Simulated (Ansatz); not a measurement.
A run of Ansatz (development build ahead of 0.2.0) on triplet C₂H₄ at this shape:

```yaml
atoms:
  - { symbol: C, position_ang: [0.0000, 0.0000, -0.7812] }
  - { symbol: C, position_ang: [0.0000, 0.0000, 0.7812] }
  - { symbol: H, position_ang: [0.0000, -1.0071, -1.4068] }
  - { symbol: H, position_ang: [0.0000, 1.0071, -1.4068] }
  - { symbol: H, position_ang: [-1.0071, 0.0000, 1.4068] }
  - { symbol: H, position_ang: [1.0071, 0.0000, 1.4068] }
```

Its results:

```
Converged                       : yes
Reference energy                : -77.94239 hartree
Correlation energy              : -0.24032 hartree
Total energy                    : -78.18271 hartree
Spin squared of the determinant : 2.019
```

Which input gives this output? Name the method, the orbitals and the basis set, and write the input.

UHF-MP2 in cc-pVDZ.

```yaml
crystal:
  periodic: [false, false, false]
  atoms:
    - { symbol: C, position_ang: [0.0, 0.0, -0.78125] }
    - { symbol: C, position_ang: [0.0, 0.0, 0.78125] }
    - { symbol: H, position_ang: [0.0, -1.00715, -1.4068] }
    - { symbol: H, position_ang: [0.0, 1.00715, -1.4068] }
    - { symbol: H, position_ang: [-1.00715, 0.0, 1.4068] }
    - { symbol: H, position_ang: [1.00715, 0.0, 1.4068] }
basis:
  gaussian: { orbitals: cc-pVDZ }
magnetization:
  spin_polarized: true
  initial_magnetization: 2
hamiltonian:
  xc: hf
correlation:
  method: mp2
  frozen_orbitals: { C: 1, H: 0 }
```

Caution: another spin multiplicity may lie lower.
